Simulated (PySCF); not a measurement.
# SiH₃O radical: electronic structure in real space

Aim: take SiH₃O radical and analyse its density (charges, bond critical points, surface potential), see where an electron leaves and enters and measure its response to a uniform field.

Method: levels as typed in each script, gas phase, geometry from GFN2-xTB; program: PySCF 2.14.0.

### 1 The system as given

SMILES `[SiH3][O]`, 5 atoms, charge 0, spin multiplicity 2.

Bond lengths: Si1–O2 1.530 Å, Si1–H3 1.493 Å, Si1–H4 1.493 Å, Si1–H5 1.494 Å. Angles: O2–Si1–H3 114.7°, O2–Si1–H4 114.7°, O2–Si1–H5 114.7°, H3–Si1–H4 104.1°, H3–Si1–H5 103.8°, H4–Si1–H5 103.3°.

Coordinates:

```xyz
5
H3OSi
Si    0.41475   -0.00086   -0.00062
O    -1.11537    0.00058    0.00029
H     1.03764   -1.33399   -0.25241
H     1.03977    0.89246   -1.02094
H     1.03906    0.44887    1.27974
```

### 2 Density, bond paths and surface potential (B3LYP/def2-tzvp)

input.py

```python
import numpy as np
from pyscf import gto, scf, dft
from pyscf.scf import atom_ks, atom_hf
from scipy.linalg import block_diag

def solve(mol, dm0=None, hcore=None):
    mf = (dft.UKS if mol.spin else dft.RKS)(mol, xc='b3lyp')
    mf.grids.level = 3
    mf = mf.density_fit(auxbasis='def2-universal-jkfit')
    mf.conv_tol, mf.max_cycle = 1e-8, 80
    if hcore is not None:
        mf.get_hcore = lambda *args: hcore
    mf.kernel(dm0)
    if not mf.converged:
        mf = mf.newton().run(mf.mo_coeff, mf.mo_occ, max_cycle=30)
    assert mf.converged, 'SCF not converged'
    return mf

mol = gto.M(atom='''
Si     0.41475    -0.00086    -0.00062
O     -1.11537     0.00058     0.00029
H      1.03764    -1.33399    -0.25241
H      1.03977     0.89246    -1.02094
H      1.03906     0.44887     1.27974
''', basis='def2-tzvp', charge=0, spin=1, verbose=4)
mf = solve(mol)
mf.analyze()
# spherically averaged free atoms, for the promolecule
atm = atom_ks.get_atm_nrks(mol, xc='b3lyp')
pro = block_diag(*[(atm[a[0]][2] * atm[a[0]][3]) @ atm[a[0]][2].T for a in mol._atom])
np.savez('result.npz', e=mf.e_tot, c=mf.mo_coeff, occ=mf.mo_occ, eps=mf.mo_energy, pro=pro, dip=mf.dip_moment(verbose=0), s2=mf.spin_square()[0])
```

The run is started by

```console
$ OMP_NUM_THREADS=1 python input.py
```

### 4 Removing and adding an electron (PBE/def2-svpd)

input.py

```python
import numpy as np
from pyscf import gto, scf, dft
from pyscf.scf import atom_ks, atom_hf
from scipy.linalg import block_diag

def solve(mol, dm0=None, hcore=None):
    mf = (dft.UKS if mol.spin else dft.RKS)(mol, xc='pbe')
    mf.grids.level = 3
    mf = mf.density_fit(auxbasis='def2-universal-jkfit')
    mf.conv_tol, mf.max_cycle = 1e-8, 80
    if hcore is not None:
        mf.get_hcore = lambda *args: hcore
    mf.kernel(dm0)
    if not mf.converged:
        mf = mf.newton().run(mf.mo_coeff, mf.mo_occ, max_cycle=30)
    assert mf.converged, 'SCF not converged'
    return mf

mol = gto.M(atom='''
Si     0.41475    -0.00086    -0.00062
O     -1.11537     0.00058     0.00029
H      1.03764    -1.33399    -0.25241
H      1.03977     0.89246    -1.02094
H      1.03906     0.44887     1.27974
''', basis='def2-svpd', charge=0, spin=1, verbose=4)
mf = solve(mol)
out = dict(e0=mf.e_tot, dm0=mf.make_rdm1(), c=mf.mo_coeff, occ=mf.mo_occ, eps=mf.mo_energy)
for name, dq, spin in [('cation', 1, 0), ('anion', -1, 0)]:
    ion = mol.copy().set(charge=mol.charge + dq, spin=spin).build()
    mi = solve(ion)
    if spin and dq > 0 and mol.nao < 130:
        c, _, stable, _ = mi.stability(return_status=True)
        if not stable:
            mi = solve(ion, mi.make_rdm1(c, mi.mo_occ))
    print(name, 'vertical energy change / eV', (mi.e_tot - mf.e_tot) * 27.211386)
    out.update({'e_' + name: mi.e_tot, 'dm_' + name: mi.make_rdm1(), 's2_' + name: mi.spin_square()[0], 'eps_' + name: mi.mo_energy, 'occ_' + name: mi.mo_occ})
# spherically averaged free atoms, for the promolecule
atm = atom_ks.get_atm_nrks(mol, xc='pbe')
pro = block_diag(*[(atm[a[0]][2] * atm[a[0]][3]) @ atm[a[0]][2].T for a in mol._atom])
np.savez('result.npz', pro=pro, **out)
```

### 5 Response to an electric field (LDA (SVWN)/6-31+g*)

input.py

```python
import numpy as np
from pyscf import gto, scf, dft
from pyscf.scf import atom_ks, atom_hf
from scipy.linalg import block_diag

def solve(mol, dm0=None, hcore=None):
    mf = (dft.UKS if mol.spin else dft.RKS)(mol, xc='svwn')
    mf.grids.level = 3
    mf = mf.density_fit(auxbasis='def2-universal-jkfit')
    mf.conv_tol, mf.max_cycle = 1e-8, 80
    if hcore is not None:
        mf.get_hcore = lambda *args: hcore
    mf.kernel(dm0)
    if not mf.converged:
        mf = mf.newton().run(mf.mo_coeff, mf.mo_occ, max_cycle=30)
    assert mf.converged, 'SCF not converged'
    return mf

mol = gto.M(atom='''
Si     0.41475    -0.00086    -0.00062
O     -1.11537     0.00058     0.00029
H      1.03764    -1.33399    -0.25241
H      1.03977     0.89246    -1.02094
H      1.03906     0.44887     1.27974
''', basis='6-31+g*', charge=0, spin=1, verbose=4)
field = np.array([-0.0, -0.0, -0.005])  # atomic units
mol.set_common_orig(mol.atom_charges() @ mol.atom_coords() / mol.atom_charges().sum())
mf = solve(mol)
out = dict(dm0=mf.make_rdm1(), d0=mf.dip_moment(unit='AU'), e0=mf.e_tot)
for name, sign in (('p', 1), ('m', -1)):
    h = mf.get_hcore() + sign * np.einsum('x,xij->ij', field, mol.intor('int1e_r'))
    mi = solve(mol, mf.make_rdm1(), h)
    out.update({'dm' + name: mi.make_rdm1(), 'd' + name: mi.dip_moment(unit='AU'), 'e' + name: mi.e_tot})
# spherically averaged free atoms, for the promolecule
atm = atom_ks.get_atm_nrks(mol, xc='svwn')
pro = block_diag(*[(atm[a[0]][2] * atm[a[0]][3]) @ atm[a[0]][2].T for a in mol._atom])
np.savez('result.npz', pro=pro, **out)
```

(Steps that only read results are left out.)

Q: Predict the outcome of this session. Wanted: dipole moment; HOMO, LUMO; polarisability along the field.

**Answer**, as computed:

| quantity | value |
| --- | --- |
| dipole moment (B3LYP/def2-tzvp) | 1.38 D |
| HOMO, LUMO (B3LYP/def2-tzvp) | -8.55, -6.03 eV |
| polarisability along the field (LDA (SVWN)/6-31+g*) | 68.4 bohr³ |

At B3LYP/def2-tzvp: The highest Hirshfeld charge is on Si1 (+0.39 e), the lowest on O2 (−0.21 e). The geometry was not optimised at these levels.
